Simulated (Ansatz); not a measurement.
Debugging a short molecular-dynamics run of C2H3NO, SMILES N=C1CO1 (the Ansatz DFT code, driven from Python).

Run as a notebook:

In [1]:
```python
import ansatz as az
import numpy as np
```

In [2]:
```python
geometry_ang = [
    ("N", [-1.4104, 0.2931, -0.7429]),
    ("C", [-0.5384, -0.2048, -0.0878]),
    ("C", [0.7398, -0.1546, 0.3659]),
    ("O", [-0.2166, -1.2524, 0.6282]),
    ("H", [-1.1293, 1.2148, -1.1707]),
    ("H", [1.0088, 0.4715, 1.2348]),
    ("H", [1.6073, -0.4356, -0.2732]),
]
c2h3no = az.Crystal.molecule()
for symbol, xyz in geometry_ang:
    c2h3no = c2h3no.atom(symbol, xyz)
```

In [3]:
```python
setup = c2h3no.calculation()
setup = setup.basis(gaussian="6-31G*")
setup = setup.functional("hf")
setup = setup.md("nve", timestep=0.5, steps=30, temperature=300, initial_velocities="maxwell_boltzmann", seed=5)
frames = []
setup.session().execute(on_event=lambda e: frames.append(e["data"]) if e["event"] == "md_step" else None)
print("t (fs)   E_pot (eV)      E_kin (eV)   T (K)   d(0-1) (A)")
for f in frames[::3]:
    xyz = np.array(f["positions_ang"])
    print(f"{f['time_fs']:6.2f} {f['lagrangian_ev']:14.5f} {f['e_kin_ev']:10.5f} {f['temperature_k']:8.1f} {np.linalg.norm(xyz[0] - xyz[1]):9.4f}")
kept = np.array([f["conserved_ev"] for f in frames])
print(f"conserved energy moves by at most {1000 * np.ptp(kept):.3f} meV")
```
```text
Traceback (most recent call last):
  File "<cell 3>", line 6, in <module>
    setup.session().execute(on_event=lambda e: frames.append(e["data"]) if e["event"] == "md_step" else None)
    ^^^^^^^^^^^^^^^^^^^^^^^
  ...
AttributeError: 'ansatz.Session' object has no attribute 'execute'
```

Find the fault and give the corrected session.

The fault: a session has to be planned before it's executed. Mended:

```diff
--- before
+++ after
@@
 frames = []
-setup.session().execute(on_event=lambda e: frames.append(e["data"]) if e["event"] == "md_step" else None)
+setup.session().plan().execute(on_event=lambda e: frames.append(e["data"]) if e["event"] == "md_step" else None)
 print("t (fs)   E_pot (eV)      E_kin (eV)   T (K)   d(0-1) (A)")
```

Run as a notebook:

(earlier cells as before)

In [3]:
```python
setup = c2h3no.calculation()
setup = setup.basis(gaussian="6-31G*")
setup = setup.functional("hf")
setup = setup.md("nve", timestep=0.5, steps=30, temperature=300, initial_velocities="maxwell_boltzmann", seed=5)
frames = []
setup.session().plan().execute(on_event=lambda e: frames.append(e["data"]) if e["event"] == "md_step" else None)
print("t (fs)   E_pot (eV)      E_kin (eV)   T (K)   d(0-1) (A)")
for f in frames[::3]:
    xyz = np.array(f["positions_ang"])
    print(f"{f['time_fs']:6.2f} {f['lagrangian_ev']:14.5f} {f['e_kin_ev']:10.5f} {f['temperature_k']:8.1f} {np.linalg.norm(xyz[0] - xyz[1]):9.4f}")
kept = np.array([f["conserved_ev"] for f in frames])
print(f"conserved energy moves by at most {1000 * np.ptp(kept):.3f} meV")
```
```text
t (fs)   E_pot (eV)      E_kin (eV)   T (K)   d(0-1) (A)
  0.00    -5624.50894    0.19389    300.0    1.1989
  1.50    -5624.54967    0.23282    360.2    1.2072
  3.00    -5624.48949    0.17554    271.6    1.2177
  4.50    -5624.61854    0.30232    467.8    1.2260
  6.00    -5624.72214    0.40500    626.6    1.2313
  7.50    -5624.66208    0.34765    537.9    1.2358
  9.00    -5624.71425    0.39863    616.8    1.2417
 10.50    -5624.74554    0.42846    662.9    1.2490
 12.00    -5624.61609    0.30184    467.0    1.2563
 13.50    -5624.64121    0.32606    504.5    1.2619
 15.00    -5624.72215    0.40446    625.8    1.2654
conserved energy moves by at most 4.887 meV
```

Total energies depend on the basis set; only differences at equal settings carry meaning. The trajectory is only some femtoseconds long, so its temperature is not equilibrated; where the script doesn't relax first, it starts from a rough generated geometry. The temperature counts the internal degrees of freedom alone. Run time: 29 s on 1 thread of Intel(R) Xeon(R) Platinum 8488C (Sapphire Rapids), with other jobs on the host, peak memory 0.19 GiB.

(Lines on the test bed's own set-up are left out of the output.)
